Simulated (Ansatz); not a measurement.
This geometry of BClFH + H2 (6 atoms, charge 0, multiplicity 1) is a first-order saddle point.

These are results of Ansatz 0.2.0, RKS PBE0-D4/def2-SVP, not measurements.

```xyz
6
Properties=species:S:1:pos:R:3
B 0.099 0.279 0.001
F 0.108 -0.121 1.569
Cl 1.581 -0.243 -0.805
H -0.973 0.025 -0.473
H 0.171 1.547 0.360
H 0.163 0.977 1.278
```

(1) Which two structures does it join? (They come from a converged band through this point; their orientation in space is the band's.)

(2) How far does it lie above each of them?

Results:

(1) Bonds broken: B1–F2, H5–H6. Bonds formed: B1–H5, F2–H6. BClFH + H2 becomes BClH2 + FH.

First end point:

```xyz
6
Properties=species:S:1:pos:R:3
B 0.010 -0.505 -0.036
F 0.035 -0.910 1.211
Cl 1.510 -0.432 -0.928
H -1.031 -0.201 -0.554
H 0.503 2.364 0.807
H 0.121 2.147 1.429
```

Last end point:

```xyz
6
Properties=species:S:1:pos:R:3
B -0.056 0.594 -0.238
F -0.075 0.339 1.694
Cl 1.602 -0.080 -0.464
H -0.963 -0.144 -0.513
H -0.143 1.791 -0.253
H 0.784 -0.035 1.702
```

(2) 1.79 eV above the first and 0.56 eV above the second. This is the barrier of this one path; another mechanism may lie lower. The orbitals stay closed-shell, which can raise the energy where a bond breaks towards radicals; this wasn't checked here.

Time of the run: 17 min on 1 thread of Intel(R) Xeon(R) Processor @ 2.50GHz (Skylake/Cascade Lake), with other jobs on the host, peak memory 0.12 GiB.
